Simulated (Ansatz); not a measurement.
C3H4ClN, SMILES `ClC1=NCC1`. Total charge 0; spin multiplicity 1. The structure was optimised at the PBE0-D4/def2-TZVP level.

```xyz
9

Cl    0.689    2.572    0.629
C     0.400    0.983    0.069
N     0.933    0.408   -0.933
C     0.124   -0.809   -0.625
C    -0.505   -0.083    0.585
H     0.752   -1.669   -0.387
H    -0.562   -1.060   -1.435
H    -0.259   -0.475    1.573
H    -1.572    0.133    0.526
```

Task: What is the dipole moment at r2SCAN/def2-TZVPP? (Estimate.)

Result: Computed: 2.89 D, with components (-1.87, -1.77, 1.31) D in this frame, pointing from negative to positive charge.

Task: And with PBE, B3LYP, ωB97M-V? (Best estimate.)

Result: Ansatz gave: PBE 2.77 D, B3LYP 2.85 D, ωB97M-V 2.85 D.

Task: Give the Mulliken charges with r2SCAN, PBE, ωB97M-V in def2-TZVPP. (Estimate.)

Result: The calculation gave: 
```json
{"atom": "Cl1", "r2SCAN": "-0.08", "PBE": "-0.06", "ωB97M-V": "-0.03"}
{"atom": "C2", "r2SCAN": "0.13", "PBE": "0.04", "ωB97M-V": "0.07"}
{"atom": "N3", "r2SCAN": "-0.26", "PBE": "-0.15", "ωB97M-V": "-0.19"}
{"atom": "C4", "r2SCAN": "0.11", "PBE": "-0.01", "ωB97M-V": "-0.05"}
{"atom": "C5", "r2SCAN": "-0.12", "PBE": "-0.14", "ωB97M-V": "-0.24"}
{"atom": "H6", "r2SCAN": "0.04", "PBE": "0.07", "ωB97M-V": "0.10"}
{"atom": "H7", "r2SCAN": "0.04", "PBE": "0.07", "ωB97M-V": "0.10"}
{"atom": "H8", "r2SCAN": "0.06", "PBE": "0.09", "ωB97M-V": "0.12"}
{"atom": "H9", "r2SCAN": "0.06", "PBE": "0.09", "ωB97M-V": "0.12"}
```

B3LYP here is the variant with VWN-RPA as its local correlation; programs differ in this.
